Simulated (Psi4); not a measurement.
# O3 (ozone): a chain of runs, part 3 of 3

Psi4 1.11. The steps go on from the part before.

## Step 6: The doublet anion: a structure relaxation at UCAM-B3LYP/def2-SVPD (density fitting) (run 5)

File calc.in:

```
memory 1.6 GB

molecule molecule1 {
  -1 2
  O      0.847128    -0.534003     0.408837
  O     -0.229250    -0.318088    -0.159644
  O     -0.617878     0.852092    -0.249193
  units angstrom
  symmetry c1
}

set {
  basis        def2-SVPD
  reference    uks
  geom_maxiter 50
}

optimize('cam-b3lyp')
```

The run is started by

```sh
psi4 -i calc.in -o calc.out -n 1
```

calc.out:

```text
Psi4 1.11 release

gradient() will perform analytic gradient computation.

   => Loading Basis Set <=

    Name: DEF2-SVPD
    Role: ORBITAL
    Keyword: BASIS

         ---------------------------------------------------------
                                   SCF
                              UKS Reference
                        1 Threads,   1525 MiB Core
         ---------------------------------------------------------

  ==> Geometry <==

    Molecular point group: c1
    Full point group: Cs

    Geometry (in Angstrom), charge = -1, multiplicity = 2:

       Center              X                  Y                   Z               Mass
    ------------   -----------------  -----------------  -----------------  -----------------
         O            0.939316499249    -0.536299930266     0.000000000000    15.994914619570
         O           -0.277794174147    -0.319456341068    -0.000000000000    15.994914619570
         O           -0.661522325102     0.855756271334    -0.000000000000    15.994914619570

  Running in c1 symmetry.

  Rotational constants: A =      3.92042  B =      0.46836  C =      0.41838 [cm^-1]
  Rotational constants: A = 117531.09944  B =  14041.19209  C =  12542.73772 [MHz]
  Nuclear repulsion =   70.753656803460032

  Charge       = -1
  Multiplicity = 2
  Electrons    = 25
  Nalpha       = 13
  Nbeta        = 12

  ==> Algorithm <==

  SCF Algorithm Type is DF.
  DIIS enabled.
  MOM disabled.
  Fractional occupation disabled.
  Guess Type is SAD.
  Energy threshold   = 1.00e-08
  Density threshold  = 1.00e-08
  Integral threshold = 1.00e-12

  ==> Primary Basis <==

  Basis Set: DEF2-SVPD
    Blend: DEF2-SVPD
    Number of shells: 27
    Number of basis functions: 69
    Number of Cartesian functions: 75
    Spherical Harmonics?: true
    Max angular momentum: 2

  ==> DFT Potential <==

   => LibXC <=

    Version 7.1.2

   => Composite Functional: CAM-B3LYP <=

    CAM-B3LYP Hyb-GGA Exchange-Correlation Functional

    Deriv               =              1
    GGA                 =           TRUE
    Meta                =          FALSE

    Exchange Hybrid     =           TRUE
    MP2 Hybrid          =          FALSE

   => Exchange Functionals <=

    0.3500         Becke 88 [omega = 0.3300]
    0.4600   Short-range recipe for B88 functional - erf [omega = 0.3300]

   => Exact (HF) Exchange <=

    0.4600            HF,LR [omega = 0.3300]
    0.1900               HF

   => Correlation Functionals <=

    0.1900   Vosko, Wilk & Nusair (VWN5)
    0.8100   Lee, Yang & Parr

   => LibXC Density Thresholds  <==

    XC_HYB_GGA_XC_CAM_B3LYP:  1.00E-14

   => Molecular Quadrature <=

    Radial Scheme          =       TREUTLER
    Pruning Scheme         =           NONE
    Nuclear Scheme         =       TREUTLER

    Blocking Scheme        =         OCTREE
    BS radius alpha        =              1
    Pruning alpha          =              1
    Radial Points          =             75
    Spherical Points       =            302
    Total Points           =          66675
    Total Blocks           =            552
    Max Points             =            256
    Max Functions          =             69
    Weights Tolerance      =       1.00E-15

   => Loading Basis Set <=

    Name: (DEF2-SVPD AUX)
    Role: JKFIT
    Keyword: DF_BASIS_SCF

  ==> Integral Setup <==

  DFHelper Memory: AOs need 0.026 GiB; user supplied 0.993 GiB.
  SCF_SUBTYPE=INCORE selected. In-core MEM_DF algorithm will be used.
  Using in-core AOs.

  ==> MemDFJK: Density-Fitted J/K Matrices <==

    J tasked:                   Yes
    K tasked:                   Yes
    wK tasked:                  Yes
    Omega:                3.300E-01
    Memory [MiB]:              1016
    Algorithm:                 Core
    Schwarz Cutoff:           1E-12
    Mask sparsity (%):       0.0420
    Fitting Condition:        1E-10

   => Auxiliary Basis Set <=

  Basis Set: (DEF2-SVPD AUX)
    Blend: DEF2-UNIVERSAL-JKFIT
    Number of shells: 75
    Number of basis functions: 231
    Number of Cartesian functions: 279
    Spherical Harmonics?: true
    Max angular momentum: 4

  Cached 100.0% of DFT collocation blocks in 0.125 [GiB].

  Minimum eigenvalue in the overlap matrix is 4.5522588599E-04.
  Reciprocal condition number of the overlap matrix is 8.0299632634E-05.
    Using symmetric orthogonalization.

  ==> Pre-Iterations <==

  SCF Guess: Superposition of Atomic Densities via on-the-fly atomic UHF (no occupation information).

   -------------------------
    Irrep   Nso     Nmo
   -------------------------
     A         69      69
   -------------------------
    Total      69      69
   -------------------------

  ==> Iterations <==

                           Total Energy        Delta E     RMS |[F,P]|

[... 2 lines left out ...]
   @DF-UKS iter   2:  -224.99623661476042    9.02438e-02   1.25460e-02 ADIIS/DIIS
[... 4 lines left out ...]
   @DF-UKS iter   7:  -225.26463993812425   -9.33528e-07   3.45392e-06 DIIS
[... 4 lines left out ...]
   @DF-UKS iter  12:  -225.26464001948452   -7.64544e-12   6.99213e-09 DIIS
[... 12 lines left out ...]
   @S   Expected:                5.000000000E-01
[... 48 lines left out ...]
    One-Electron Energy =                -456.8455164494482688
[... 4 lines left out ...]
    Total Energy =                       -225.2646400194845171
[... 138 lines left out ...]
	                                 ==> Convergence Check <==
[... 123 lines left out ...]
                           Total Energy        Delta E     RMS |[F,P]|
[... 5 lines left out ...]
   @DF-UKS iter   4:  -225.27945664397569   -8.49150e-05   2.77367e-05 DIIS
[... 4 lines left out ...]
   @DF-UKS iter   9:  -225.27945919688585   -3.02748e-10   7.83534e-08 DIIS
[... 12 lines left out ...]
   @Spin Contamination Metric:   5.200635916E-03
[... 5 lines left out ...]
    Final Occupation by Irrep:
[... 13 lines left out ...]
    DFT Exchange-Correlation Energy =     -19.0712995697144514
[... 27 lines left out ...]
 Dipole Y            :         -0.3304302            0.0000000           -0.3304302
[... 88 lines left out ...]
	   Step    Total Energy     Delta E     Max Force     RMS Force      Max Disp      RMS Disp
[... 88 lines left out ...]
   @DF-UKS iter   1:  -225.28062613110126   -3.17112e-02   3.29012e-04 ADIIS/DIIS
[... 4 lines left out ...]
   @DF-UKS iter   6:  -225.28081742768524   -5.84631e-08   5.29854e-07 DIIS
[... 4 lines left out ...]
   @DF-UKS iter  11:  -225.28081742978594   -1.42109e-12   3.40191e-09 DIIS
[... 12 lines left out ...]
   @S   Expected:                5.000000000E-01
[... 14 lines left out ...]
    One-Electron Energy =                -448.6586150499322798
[... 4 lines left out ...]
    Total Energy =                       -225.2808174297859409
[... 106 lines left out ...]
	                                 ==> Convergence Check <==
[... 92 lines left out ...]
                           Total Energy        Delta E     RMS |[F,P]|
[... 5 lines left out ...]
   @DF-UKS iter   4:  -225.28090330378569   -1.07708e-07   5.01734e-06 DIIS
[... 4 lines left out ...]
   @DF-UKS iter   9:  -225.28090335046730   -5.85487e-12   1.94242e-08 DIIS
[... 12 lines left out ...]
   @S^2 Expected:                7.500000000E-01
[... 11 lines left out ...]
  @DF-UKS Final Energy:  -225.28090335046858
[... 7 lines left out ...]
    Empirical Dispersion Energy =           0.0000000000000000
[... 27 lines left out ...]
 Dipole Z            :          0.0000000            0.0000000            0.0000000
[... 89 lines left out ...]
	  Convergence Criteria     1.00e-06 *    3.00e-04 *             o    1.20e-03 *             o
[... 87 lines left out ...]
   @DF-UKS iter   2:  -225.28090588660703    4.37460e-06   7.18875e-05 DIIS
[... 4 lines left out ...]
   @DF-UKS iter   7:  -225.28091425082718   -3.97904e-11   1.87522e-08 DIIS
[... 12 lines left out ...]
   @S^2 Observed:                7.555030984E-01
[... 14 lines left out ...]
    Nuclear Repulsion Energy =             66.2310997874265297
[... 4 lines left out ...]
    VV10 Nonlocal Energy =                  0.0000000000000000
[... 67 lines left out ...]
    Weights Tolerance      =       1.00E-15
[... 115 lines left out ...]
                           Total Energy        Delta E     RMS |[F,P]|
[... 5 lines left out ...]
   @DF-UKS iter   4:  -225.28091478465268   -6.18454e-09   4.34412e-07 DIIS
[... 4 lines left out ...]
  Energy and wave function converged.
[... 12 lines left out ...]
   @S   Observed:                5.000000000E-01
[... 12 lines left out ...]
    Alpha Virtual:

      14A      0.250893    15A      0.257796    16A      0.283333
      17A      0.330802    18A      0.342670    19A      0.352104
      20A      0.356736    21A      0.365820    22A      0.405519
[... 15 lines of this table left out ...]
      68A      4.335558    69A      4.480712

    Beta Occupied:

       1A    -19.133336     2A    -18.991476     3A    -18.991315
       4A     -1.045907     5A     -0.800759     6A     -0.528772
       7A     -0.328924     8A     -0.326314     9A     -0.294716
      10A     -0.104618    11A     -0.104368    12A     -0.086344

    Beta Virtual:

      13A      0.184924    14A      0.251714    15A      0.259269
      16A      0.284968    17A      0.338519    18A      0.344672
      19A      0.352884    20A      0.360618    21A      0.372130
[... 15 lines of this table left out ...]
      67A      3.709531    68A      4.356072    69A      4.490065

    Final Occupation by Irrep:
              A
    DOCC [    12 ]
    SOCC [     1 ]
    NA   [    13 ]
    NB   [    12 ]

  @DF-UKS Final Energy:  -225.28091478533264

   => Energetics <=

    Nuclear Repulsion Energy =             66.2197117061772218
    One-Electron Energy =                -448.0722744811462235
    Two-Electron Energy =                 175.6140669821453457
    DFT Exchange-Correlation Energy =     -19.0424189925089991
    Empirical Dispersion Energy =           0.0000000000000000
    VV10 Nonlocal Energy =                  0.0000000000000000
    Total Energy =                       -225.2809147853326408

  UHF NO Occupations:
  HONO-2 :   11  A 1.9990874
  HONO-1 :   12  A 1.9987317
  HONO-0 :   13  A 1.0000000
  LUNO+0 :   14  A 0.0012683
  LUNO+1 :   15  A 0.0009126
  LUNO+2 :   16  A 0.0002472
  LUNO+3 :   17  A 0.0001137

Computation Completed

Properties will be evaluated at   0.000000,   0.000000,   0.000000 [a0]

Properties computed using the SCF density matrix

 Multipole Moments:

 ------------------------------------------------------------------------------------
     Multipole            Electronic (a.u.)      Nuclear  (a.u.)        Total (a.u.)
 ------------------------------------------------------------------------------------

 L = 1.  Multiply by 2.5417464519 to convert [e a0] to [Debye]
 Dipole X            :         -0.2808650           -0.0000000           -0.2808650
 Dipole Y            :         -0.3229872            0.0000000           -0.3229872
 Dipole Z            :          0.0000000            0.0000000            0.0000000
 Magnitude           :                                                    0.4280256

 ------------------------------------------------------------------------------------

	total time  =          4 seconds =       0.07 minutes

         ------------------------------------------------------------
                                   SCF GRAD
         ------------------------------------------------------------

  ==> Geometry <==

    Molecular point group: c1
    Full point group: Cs

    Geometry (in Angstrom), charge = -1, multiplicity = 2:

       Center              X                  Y                   Z               Mass
    ------------   -----------------  -----------------  -----------------  -----------------
         O            1.000069164667    -0.555914532990     0.000000000000    15.994914619570
         O           -0.310686877767    -0.357283643316    -0.000000000000    15.994914619570
         O           -0.689382286899     0.913198176306    -0.000000000000    15.994914619570

  Nuclear repulsion =   66.219711706177222

   => Molecular Quadrature <=

    Radial Scheme          =       TREUTLER
    Pruning Scheme         =           NONE
    Nuclear Scheme         =       TREUTLER

    Blocking Scheme        =         OCTREE
    BS radius alpha        =              1
    Pruning alpha          =              1
    Radial Points          =             75
    Spherical Points       =            302
    Total Points           =          66699
    Total Blocks           =            551
    Max Points             =            255
    Max Functions          =             69
    Weights Tolerance      =       1.00E-15

  -Total Gradient:
     Atom            X                  Y                   Z
    ------   -----------------  -----------------  -----------------
       1       -0.000102726806     0.000013725148    -0.000000000000
       2        0.000077592127     0.000089513113    -0.000000000000
       3        0.000027916661    -0.000100038962    -0.000000000000

	total time  =          1 seconds =       0.02 minutes

    			-----------------------------------------

    			 OPTKING 3.0: for geometry optimizations

    			        with contributions from

    			-----------------------------------------

	                            ===> Fragment 1 <==

	 Z (Atomic Numbers)          Masses                          Geom
	       8.000000            15.994915          1.88985683 -1.05052622  0.00000000
	       8.000000            15.994915         -0.58711311 -0.67516823 -0.00000000
	       8.000000            15.994915         -1.30274372  1.72569445 -0.00000000

	 - Coordinate -           - BOHR/RAD -       - ANG/DEG -
	 R(1,2)           =         2.505249           1.325721
	 R(2,3)           =         2.505248           1.325720
	 B(1,2,3)         =         2.010879         115.214854

	        --- Internal Coordinate Step in ANG or DEG, aJ/ANG or AJ/DEG ---
	-------------------------------------------------------------------------------
	           Coordinate      Previous         Force          Change          New
	           ----------      --------        ------          ------        ------
	               R(1,2)       1.32572        0.00086        0.00011       1.32583
	               R(2,3)       1.32572        0.00086        0.00011       1.32583
	             B(1,2,3)     115.21485       -0.00000       -0.00290     115.21195
	-------------------------------------------------------------------------------

	                                 ==> Convergence Check <==

	Measures of convergence in internal coordinates in au.

	Criteria marked as inactive (o), active & met (*), and active & unmet ( ).

	----------------------------------------------------------------------------------------------
	   Step    Total Energy     Delta E     Max Force     RMS Force      Max Disp      RMS Disp
	----------------------------------------------------------------------------------------------
	  Convergence Criteria     1.00e-06 *    3.00e-04 *             o    1.20e-03 *             o
	----------------------------------------------------------------------------------------------
	     6    -225.28091479   -5.35e-07 *    1.05e-04 *    8.54e-05 o    2.08e-04 *    1.72e-04 o  ~
	----------------------------------------------------------------------------------------------

Next Geometry in Ang
	Fragment 1 (Ang)

	    O   1.0001447035  -0.5559417047   0.0000000000
	    O  -0.3107250040  -0.3573275598  -0.0000000000
	    O  -0.6894196994   0.9132692645  -0.0000000000

    Final optimized geometry and variables:
    Molecular point group: c1
    Full point group: Cs

    Geometry (in Angstrom), charge = -1, multiplicity = 2:

    O            1.000069164667    -0.555914532990     0.000000000000
    O           -0.310686877767    -0.357283643316    -0.000000000000
    O           -0.689382286899     0.913198176306    -0.000000000000

    Psi4 run time: 0:00:38.70

[set-up sections that repeat, and orbital energies of the middle runs, are left out above]
```

Standard output:

```text
Optimizer: Optimization complete!
```

It took 41 s on 1 thread of AMD EPYC 7R43 (Zen 3), shared host; peak memory 0.37 GiB.

Step by step:

| step | energy from the first frame kept (eV) | largest force (eV/Å) |
| --- | --- | --- |
| 0 | 0.0000 | 5.9613 |
| 1 | -0.4032 | 1.5090 |
| 2 | -0.4402 | 0.4522 |
| 3 | -0.4425 | 0.1046 |
| 4 | -0.4428 | 0.0369 |
| 5 | -0.4429 | 0.0061 |

After the run. Bond lengths: O1–O2 1.326 Å, O2–O3 1.326 Å. Angles: O1–O2–O3 115.2°.

## Step 7: Summary of results

What follows sums up all 3 parts.

| quantity | value |
| --- | --- |
| run 1, CAM-B3LYP/def2-SVPD: total energy at the end | -225.17717 Eh |
| run 1, CAM-B3LYP/def2-SVPD: dipole moment | 0.70 D |
| run 1, CAM-B3LYP/def2-SVPD: HOMO energy | -11.52 eV |
| run 1, CAM-B3LYP/def2-SVPD: LUMO energy | -3.94 eV |
| run 1, CAM-B3LYP/def2-SVPD: HOMO–LUMO gap | 7.58 eV |
| doublet cation, run 2: total energy | -224.68585 Eh |
| doublet cation, run 2: HOMO energy (highest over α and β) | -20.69 eV |
| doublet cation, run 2: LUMO energy (lowest over α and β) | -15.28 eV |
| doublet cation, run 2: ⟨S²⟩ | 0.761 |
| doublet cation, run 3: total energy at the end | -224.70208 Eh |
| doublet cation, run 3: HOMO energy (highest over α and β) | -21.26 eV |
| doublet cation, run 3: LUMO energy (lowest over α and β) | -14.23 eV |
| doublet cation, run 3: ⟨S²⟩ | 0.757 |
| doublet anion, run 4: total energy | -225.26464 Eh |
| doublet anion, run 4: HOMO energy (highest over α and β) | -0.95 eV |
| doublet anion, run 4: LUMO energy (lowest over α and β) | 5.90 eV |
| doublet anion, run 4: ⟨S²⟩ | 0.755 |
| doublet anion, run 5: total energy at the end | -225.28091 Eh |
| doublet anion, run 5: HOMO energy (highest over α and β) | -1.84 eV |
| doublet anion, run 5: LUMO energy (lowest over α and β) | 5.03 eV |
| doublet anion, run 5: ⟨S²⟩ | 0.756 |
| adiabatic electron affinity (to the doublet anion, no zero-point term) | 2.823 eV |
| adiabatic ionisation energy (to the doublet cation, no zero-point term) | 12.928 eV |

The adiabatic electron affinity (to the doublet anion, no zero-point term) is 2.82 eV (65 kcal/mol). The adiabatic ionisation energy (to the doublet cation, no zero-point term) is 12.93 eV (298 kcal/mol). The optimisation (run 1, CAM-B3LYP/def2-SVPD) took 3 steps and changed the energy by -0.000 eV. At CAM-B3LYP/def2-SVPD: The measured dipole moment is 0.53 D (NIST CCCBDB); the computed value is 0.17 D (31 %) too high. The optimisation (doublet cation, run 3) took 6 steps and changed the energy by -0.442 eV. The optimisation (doublet anion, run 5) took 6 steps and changed the energy by -0.443 eV.
